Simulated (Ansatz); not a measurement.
Basis-set limit of NH$_{2}$Cl, triplet

```yaml
atoms:
  - { symbol: Cl, position_ang: [-1.9203, 0.2511, 0.0000] }
  - { symbol: H, position_ang: [-0.4543, 0.2511, 0.0000] }
  - { symbol: N, position_ang: [1.0527, 0.2511, 0.0000] }
  - { symbol: H, position_ang: [1.3218, -0.7532, 0.0000] }
```

Connectivity, by distances: ClH ··· NH.

Ansatz 0.2.0, UHF determinant, valence electrons correlated. Energies in eV.

| set | X | functions | Hartree–Fock | MP2 correlation | CCSD(T) correlation | time |
| --- | --- | --- | --- | --- | --- | --- |
| def2-TZVPP | 3 | 101 | -14015.4016 | -9.5631 | -10.9896 | 9.5 s on 1 × NVIDIA H100 80GB HBM3 with 1 thread of AMD EPYC 7R13 Processor (Zen 3), with other jobs on the host |
| def2-QZVPP | 4 | 187 | -14015.8199 | -10.4427 | -11.8488 | 15 s on 1 × NVIDIA H100 80GB HBM3 with 1 thread of AMD EPYC 7R13 Processor (Zen 3), on a shared host |

Hartree–Fock is taken to follow E(X) = E∞ + A·exp(−7.88·√X), correlation E(X) = E∞ + B·X^−2.97.

Cautions: lower spins were not checked.

Question: Work out the CCSD(T) energy at the limit, and how far the shortcut misses it that extrapolates MP2 and adds CCSD(T) minus MP2 from the smaller set.

Answer: Hartree–Fock: E∞ = E4 + 0.1377·(E4 − E3) = -14015.8775. Correlation: E∞ = E4 + 0.7407·(E4 − E3) = -12.4853 for CCSD(T) and -11.0943 for MP2. The limit is -14028.3627 eV, 0.694 eV below def2-QZVPP. The shortcut gives a correlation energy of -11.0943 + (-1.4265) = -12.5209, 36 meV lower than the direct value.

Past Ne part of the Hartree–Fock step between the two sets comes from the cores, which don't follow the formula, so the 58 meV that it adds to the total can overshoot; that part largely cancels in differences.
